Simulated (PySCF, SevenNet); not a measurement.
For rock-salt KCl, the machine-learned potential SevenNet-l3i5 (trained on PBE and PBE+U data) gives:

```
Quantity                Value
-------------------  --------
lattice parameter a   6.388 Å
bulk modulus         14.5 GPa
```

Question: What does Hartree–Fock (GTH pseudopotentials, Gaussian basis; PySCF) give for the same quantities?

Answer: 
- lattice constant a: 6.511 Å (goes up by 1.9 %)
- bulk modulus: 15.3 GPa (increases by 5.5 %)

For comparison: lattice constant a 6.248 Å (measured, low temperature, not corrected to a static lattice; as tabulated in Doll and Stoll (1997), arXiv:cond-mat/9707218); bulk modulus 19.7 GPa (measured, 4 K, no zero-point or thermal correction; as tabulated in Doll and Stoll (1997), arXiv:cond-mat/9707218).

Changes are worked out from the printed values.

Unless a cell is named, each level is at its own relaxed cell (SevenNet-l3i5 32.59, Hartree–Fock 34.50 Å³/atom).
